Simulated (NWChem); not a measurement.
System: carbon disulfide (CS2); SMILES S=C=S

Here is an NWChem input.

```
start job
memory heap 200 mb stack 900 mb global 1100 mb
geometry units angstroms noautosym nocenter noautoz
  S     -1.561813     0.057342     0.017243
  C      0.000009     0.000204     0.000000
  S      1.561824    -0.057210    -0.017243
end
basis spherical
  S library def2-svp
  C library def2-svp
end
dft
  xc pbe0
  iterations 150
end
cosmo
  dielec 46.7
end
task dft energy
```

Output (shortened):

```
             Northwest Computational Chemistry Package (NWChem) 7.3.0
             --------------------------------------------------------

                             Geometry "geometry" -> ""
                             -------------------------

 Output coordinates in angstroms (scale by  1.889725989 to convert to a.u.)

  No.       Tag          Charge          X              Y              Z
 ---- ---------------- ---------- -------------- -------------- --------------
    1 S                   16.0000    -1.56181300     0.05734200     0.01724300
    2 C                    6.0000     0.00000900     0.00020400     0.00000000
    3 S                   16.0000     1.56182400    -0.05721000    -0.01724300

 Effective nuclear repulsion energy (a.u.)     108.3433616810

                                 NWChem DFT Module
                                 -----------------

 Summary of "ao basis" -> "ao basis" (spherical)
 ------------------------------------------------------------------------------
       Tag                 Description            Shells   Functions and Types
 ---------------- ------------------------------  ------  ---------------------
 S                          def2-svp                 8       18   4s3p1d
 C                          def2-svp                 6       14   3s2p1d

 in cosmo_initialize ...

 solvent parameters
 solvname_short: unkn
 solvname_long:  unknown
 dielec:       46.7000

          ---------------
          -cosmo- solvent
          ---------------
 Cosmo: York-Karplus, doi: 10.1021/jp992097l
 dielectric constant -eps-     =  46.70
 screen = (eps-1)/(eps    )    =   0.97859
 surface charge correction     = lagrangian

   van der Waals surface
 --------------------------

 ---------- ATOMIC COORDINATES (A.U.) ------------ VDWR(ANG.) --
     1   -2.95139862    0.10836067    0.03258455     2.160
     2    0.00001701    0.00038550    0.00000000     2.000
     3    2.95141940   -0.10811122   -0.03258455     2.160
 number of segments per atom =         32
 number of   points per atom =         32
 atom (   nspa,  nppa )
 ----------------------
    1 (     27,     0 )       0
    2 (     16,     0 )       0
    3 (     27,     0 )       0
 number of -cosmo- surface points =       70
 molecular surface =    102.417 angstrom**2
 molecular volume  =     80.914 angstrom**3
 G(cav/disp)       =      1.372 kcal/mol
 -lineq- algorithm             =   0
 -bem- low  level              =   2
 -bem- from -octahedral-
 gaussian surface charge width =   4.50000
 degree of switching           =   1.00000
 switching function tolerance  =   0.00010
 atomic radii =
 --------------
    1 16.000  2.160
    2  6.000  2.000
    3 16.000  2.160
 ...... end of -cosmo- initialization ......

            General Information
            -------------------
          SCF calculation type: DFT
          Wavefunction type:  closed shell.
          No. of atoms     :     3
          No. of electrons :    38
           Alpha electrons :    19
            Beta electrons :    19
          Charge           :     0
          Spin multiplicity:     1
          Use of symmetry is: off; symmetry adaption is: off
          Maximum number of iterations: 150
          AO basis - number of functions:    50
                     number of shells:    22
          Convergence on energy requested:  1.00D-06
          Convergence on density requested:  1.00D-05
          Convergence on gradient requested:  5.00D-04

              XC Information
              --------------
                         PBE0 Method XC Functional
                     Hartree-Fock (Exact) Exchange  0.250
          PerdewBurkeErnzerhof Exchange Functional  0.750
            Perdew 1991 LDA Correlation Functional  1.000 local
           PerdewBurkeErnz. Correlation Functional  1.000 non-local

             Grid Information
             ----------------
          Grid used for XC integration:  medium
          Radial quadrature: Mura-Knowles
          Angular quadrature: Lebedev.
          Tag              B.-S. Rad. Rad. Pts. Rad. Cut. Ang. Pts.
          ---              ---------- --------- --------- ---------
          S                   1.00       88           9.0       590
          C                   0.70       49           7.0       434
          Grid pruning is: on
          Number of quadrature shells:   225
          Spatial weights used:  Erf1

      Superposition of Atomic Density Guess
      -------------------------------------

 Sum of atomic energies:        -832.31944743

      Non-variational initial energy
      ------------------------------

 Total energy =    -833.236759
 1-e energy   =   -1364.742678
 2-e energy   =     423.162558
 HOMO         =      -0.302039
 LUMO         =      -0.002003

   convergence    iter        energy       DeltaE   RMS-Dens  Diis-err
 ---------------- ----- ----------------- --------- --------- ---------
     COSMO gas phase
 d= 0,ls=0.0,diis     1   -833.8222360668 -9.42D+02  2.16D-02  4.95D-01
 d= 0,ls=0.0,diis     2   -833.6578865236  1.64D-01  1.56D-02  1.78D+00
 d= 0,ls=0.0,diis     3   -833.8866401254 -2.29D-01  2.55D-03  8.84D-03
 d= 0,ls=0.0,diis     4   -833.8878239719 -1.18D-03  5.43D-04  7.66D-04
 d= 0,ls=0.0,diis     5   -833.8879151042 -9.11D-05  7.09D-05  2.13D-05
  Resetting Diis
 d= 0,ls=0.0,diis     6   -833.8879180113 -2.91D-06  1.17D-05  1.43D-07
 d= 0,ls=0.0,diis     7   -833.8879180312 -1.99D-08  4.06D-06  5.13D-09

   convergence    iter        energy       DeltaE   RMS-Dens  Diis-err
 ---------------- ----- ----------------- --------- --------- ---------
     COSMO solvation phase
 d= 0,ls=0.0,diis     1   -833.8883201661 -4.02D-04  1.23D-03  6.04D-05
 d= 0,ls=0.0,diis     2   -833.8883335640 -1.34D-05  1.07D-04  2.56D-05
 d= 0,ls=0.0,diis     3   -833.8883344866 -9.23D-07  6.99D-05  2.23D-05
 d= 0,ls=0.0,diis     4   -833.8883374857 -3.00D-06  1.81D-05  1.86D-07
 d= 0,ls=0.0,diis     5   -833.8883375128 -2.71D-08  2.30D-06  4.59D-09

         Total DFT energy =     -833.888337512848
      One electron energy =    -1365.492838115724
           Coulomb energy =      479.629152569584
    Exchange-Corr. energy =      -56.391196074936
 Nuclear repulsion energy =      108.343361681011

             COSMO energy =        0.023182427216

 Numeric. integr. density =       38.000000733152

                                   COSMO solvation results
                                   -----------------------

                 gas phase energy =      -833.887918031213
                 sol phase energy =      -833.888337512848
 (electrostatic) solvation energy =         0.000419481636 (    0.26 kcal/mol)

                       DFT Final Molecular Orbital Analysis
                       ------------------------------------

 Vector   17  Occ=2.000000D+00  E=-4.058897D-01
              MO Center= -4.3D-05,  1.6D-04,  1.5D-05, r^2= 2.2D+00
   Bfn.  Coefficient  Atom+Function         Bfn.  Coefficient  Atom+Function
  ----- ------------  ---------------      ----- ------------  ---------------
    23      0.340985  2 C  py                24      0.219549  2 C  pz
    12      0.215162  1 S  py                44      0.215144  3 S  py
     9      0.204067  1 S  py                41      0.204050  3 S  py
    26      0.198773  2 C  py                13      0.138531  1 S  pz
    45      0.138520  3 S  pz                10      0.131390  1 S  pz

 Vector   18  Occ=2.000000D+00  E=-2.871982D-01
              MO Center=  4.0D-05,  7.5D-05, -5.4D-06, r^2= 3.7D+00
   Bfn.  Coefficient  Atom+Function         Bfn.  Coefficient  Atom+Function
  ----- ------------  ---------------      ----- ------------  ---------------
    12      0.361013  1 S  py                44     -0.361014  3 S  py
    13     -0.300893  1 S  pz                45      0.300898  3 S  pz
     9      0.260348  1 S  py                41     -0.260349  3 S  py
    10     -0.216992  1 S  pz                42      0.216996  3 S  pz
     6      0.146398  1 S  py                38     -0.146399  3 S  py

 Vector   19  Occ=2.000000D+00  E=-2.871955D-01
              MO Center=  4.0D-05,  7.3D-05,  4.7D-06, r^2= 3.7D+00
   Bfn.  Coefficient  Atom+Function         Bfn.  Coefficient  Atom+Function
  ----- ------------  ---------------      ----- ------------  ---------------
    13      0.361109  1 S  pz                45     -0.361113  3 S  pz
    12      0.300565  1 S  py                44     -0.300566  3 S  py
    10      0.260419  1 S  pz                42     -0.260422  3 S  pz
     9      0.216757  1 S  py                41     -0.216758  3 S  py
     7      0.146438  1 S  pz                39     -0.146440  3 S  pz

 Vector   20  Occ=0.000000D+00  E=-6.769679D-02
              MO Center=  2.0D-05,  1.3D-04, -2.4D-05, r^2= 3.1D+00
   Bfn.  Coefficient  Atom+Function         Bfn.  Coefficient  Atom+Function
  ----- ------------  ---------------      ----- ------------  ---------------
    27     -0.481852  2 C  pz                13      0.451381  1 S  pz
    45      0.451388  3 S  pz                24     -0.439670  2 C  pz
    26      0.267777  2 C  py                12     -0.250845  1 S  py
    44     -0.250850  3 S  py                23      0.244339  2 C  py
    10      0.203728  1 S  pz                42      0.203730  3 S  pz

 Vector   21  Occ=0.000000D+00  E=-6.769058D-02
              MO Center=  2.2D-05,  1.6D-04,  2.3D-05, r^2= 3.1D+00
   Bfn.  Coefficient  Atom+Function         Bfn.  Coefficient  Atom+Function
  ----- ------------  ---------------      ----- ------------  ---------------
    26     -0.481428  2 C  py                12      0.450997  1 S  py
    44      0.451005  3 S  py                23     -0.439321  2 C  py
    27     -0.267739  2 C  pz                13      0.250813  1 S  pz
    45      0.250817  3 S  pz                24     -0.244318  2 C  pz
     9      0.203551  1 S  py                41      0.203555  3 S  py

 Vector   22  Occ=0.000000D+00  E= 8.124236D-02
              MO Center= -3.3D-05,  6.6D-05,  4.2D-07, r^2= 3.8D+00
   Bfn.  Coefficient  Atom+Function         Bfn.  Coefficient  Atom+Function
  ----- ------------  ---------------      ----- ------------  ---------------
    21      1.720306  2 C  s                 11     -0.897114  1 S  px
    43      0.897067  3 S  px                 4     -0.628501  1 S  s
    36     -0.628431  3 S  s                 20      0.502896  2 C  s
     3     -0.312854  1 S  s                 35     -0.312853  3 S  s
     8     -0.244528  1 S  px                40      0.244526  3 S  px

     Multipole analysis of the density
     ---------------------------------

     L   x y z        total         alpha         beta         nuclear
     -   - - -        -----         -----         ----         -------
     0   0 0 0     -0.000000    -19.000000    -19.000000     38.000000

     1   1 0 0      0.000146     -0.000144     -0.000144      0.000435
     1   0 1 0     -0.000035     -0.003170     -0.003170      0.006304
     1   0 0 1     -0.000002     -0.000001     -0.000001      0.000000

     2   2 0 0    -21.206488   -149.976286   -149.976286    278.746084
     2   1 1 0     -0.068975      5.076689      5.076689    -10.222353
     2   1 0 1     -0.020771      1.528339      1.528339     -3.077450
     2   0 2 0    -23.100423    -11.737653    -11.737653      0.374882
     2   0 1 1      0.000788     -0.056035     -0.056035      0.112858
     2   0 0 2    -23.102720    -11.568348    -11.568348      0.033976
```

Level: PBE0/def2-SVP, COSMO on the gas-phase geometry. The geometry was optimised at B3LYP/6-31G* (spherical d). COSMO prints the solvation energy as gas minus solution, so a positive value is a stabilisation.
